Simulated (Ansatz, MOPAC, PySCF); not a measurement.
Species: methanol, CH₄O, net charge 0, singlet state. SMILES: CO
Geometry: optimised at B3LYP-D3(BJ)/def2-TZVP (Ansatz, a first-principles code).

Unscaled harmonic wavenumbers (cm⁻¹) in rising order, each level at the stationary point that it reaches from this structure (no distance between atoms moves by over 0.3 Å); the order of modes can differ between levels, and a negative number is imaginary. B3LYP-D3(BJ)/def2-TZVP (PySCF, at the structure above): 304, 1044, 1081, 1171, 1369, 1482, 1496, 1510, 2991, 3034, 3110, 3813.

PM3 (MOPAC): 285, 987, 1021, 1163, 1361, 1365, 1365, 1408, 3035, 3068, 3141, 3895. Zero-point energy 31.6 against 32.0 kcal/mol; where all levels lie over 400 cm⁻¹, the wavenumbers are on average 0.973 times those of B3LYP-D3(BJ)/def2-TZVP.

PM6 (MOPAC): 245, 1003, 1073, 1137, 1250, 1251, 1321, 1354, 2556, 2673, 2683, 2758. Zero-point energy 27.6 against 32.0 kcal/mol; where all levels lie over 400 cm⁻¹, the wavenumbers are on average 0.889 times those of B3LYP-D3(BJ)/def2-TZVP.

HF/6-31G* (Ansatz): 348, 1164, 1188, 1289, 1507, 1637, 1652, 1663, 3185, 3231, 3305, 4117. Zero-point energy 34.7 against 32.0 kcal/mol; where all levels lie over 400 cm⁻¹, the wavenumbers are on average 1.091 times those of B3LYP-D3(BJ)/def2-TZVP.

B3LYP/6-31G* (Ansatz): 346, 1067, 1097, 1183, 1400, 1511, 1525, 1541, 2996, 3039, 3132, 3754. Zero-point energy 32.3 against 32.0 kcal/mol; where all levels lie over 400 cm⁻¹, the wavenumbers are on average 1.011 times those of B3LYP-D3(BJ)/def2-TZVP.
